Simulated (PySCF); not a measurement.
## Computed NMR parameters against published values

Molfile (atoms numbered from 1):
```
C3H4
     RDKit          3D

  7  6  0  0  0  0  0  0  0  0999 V2000
    1.3039    0.1621   -0.1224 C   0  0  0  0  0  0  0  0  0  0  0  0
    0.0132   -0.0152   -0.0098 C   0  0  0  0  0  0  0  0  0  0  0  0
   -1.2775   -0.1917    0.1027 C   0  0  0  0  0  0  0  0  0  0  0  0
    1.8976   -0.4250   -0.8309 H   0  0  0  0  0  0  0  0  0  0  0  0
    1.8294    0.9031    0.4891 H   0  0  0  0  0  0  0  0  0  0  0  0
   -1.9830    0.3807   -0.5089 H   0  0  0  0  0  0  0  0  0  0  0  0
   -1.6918   -0.9161    0.8116 H   0  0  0  0  0  0  0  0  0  0  0  0
  1  2  2  0
  2  3  2  0
  1  4  1  0
  1  5  1  0
  3  6  1  0
  3  7  1  0
M  END
```

[PySCF 2.14: spin–spin couplings from B3LYP/pcJ-1; PBE0-D3(BJ)/def2-SVP geometry; B3LYP/pcSseg-2 with gauge-including orbitals; isolated molecule; relativity neglected; fast rotation and ring inversion assumed for equivalent nuclei; single conformer]

Reference values: measured (gas; Olsson, Cremer, J. Chem. Phys. 1996, 105, 8995 (gas-phase data of Jameson 1987, Jameson 1981, Wasylishen 1984)).
| atoms | quantity | reference | computed |
| --- | --- | --- | --- |
| C2 | δ 13C vs CH4 (gas) | 224.4 | 240.3 |
| C1/C3 | δ 13C vs CH4 (gas) | 79.9 | 84.1 |

Reference values: measured (gas, 300 K; A. A. Auer, PhD thesis, Mainz 2002 (Auer, Gauss, Stanton, JCP 2003, 118, 10407)).
```
atoms  quantity  reference  computed
C1/C3     σ 13C      115.1     101.3
   C2     σ 13C      -29.4     -54.9
```

Reference values: CCSD(T)/pz3d2f (gas (isolated, no vibration); A. A. Auer, PhD thesis, Mainz 2002 (Auer, Gauss, Stanton, JCP 2003, 118, 10407)).
```tsv
atoms	quantity	reference	computed
C1/C3	σ 13C	119.6	101.3
C2	σ 13C	-23.7	-54.9
```

Reference values: CCSD(T)/cc-pVQZ (gas (isolated, no vibration); M. Maurer, PhD thesis, LMU Munich (Maurer, Ochsenfeld, JCTC 2015 SI; set of Flaig et al., JCTC 2014, 10, 572)).
```json
{"atoms": "C2", "quantity": "δ 13C", "reference": "216.5", "computed": "234.1", "computed, scaled": "221.6"}
{"atoms": "C1/C3", "quantity": "δ 13C", "reference": "74.6", "computed": "77.9", "computed, scaled": "72.5"}
```

Absolute shieldings are compared as such; zero-point and thermal motion, absent here, lowers them by some tenths of a ppm for H, a few ppm for C and up to about 10 ppm for F.

Computed shifts are σ(ref) − σ with the named reference compound (TMS for H and C) calculated as an isolated molecule at the same level. The measured values may be among those fitted. Scaled to experiment by linear calibration (H and C: mostly CDCl3 data, vs TMS): 13C (scatter 2.4 ppm rms). A few per cent of atoms miss by over 2 rms, more outside the fitted compound classes.

Coupling constants in Hz:
```tsv
coupling	reference	computed	source
1J(C1,H4)	167.8	180.1	measured; Jessen and Sauer, arXiv:2312.00705
1J(C1,C2)	98.7	114.8	measured; Jessen and Sauer, arXiv:2312.00705
1J(C1,H4)	168.2	180.1	measured; liquid or solution (compiled); San Fabian, Garcia de la Vega, Suardiaz et al., Magn. Reson. Chem. 2013, 51, 775 (SI)
```

Q: How far are the unscaled 13C shifts from the references?

A: Mean signed difference +10.25 ppm, mean absolute 10.25 ppm over 4 comparisons; the largest is +17.6 ppm at C2 (central carbon of an allene).

Q: How far are the unscaled 13C shieldings from the references?

A: Mean signed difference -22.20 ppm, mean absolute 22.20 ppm over 4 comparisons; the largest is -31.2 ppm at C2 (central carbon of an allene).

11 of the 14 published NMR values on file for this molecule are compared. The rest: other calculations.
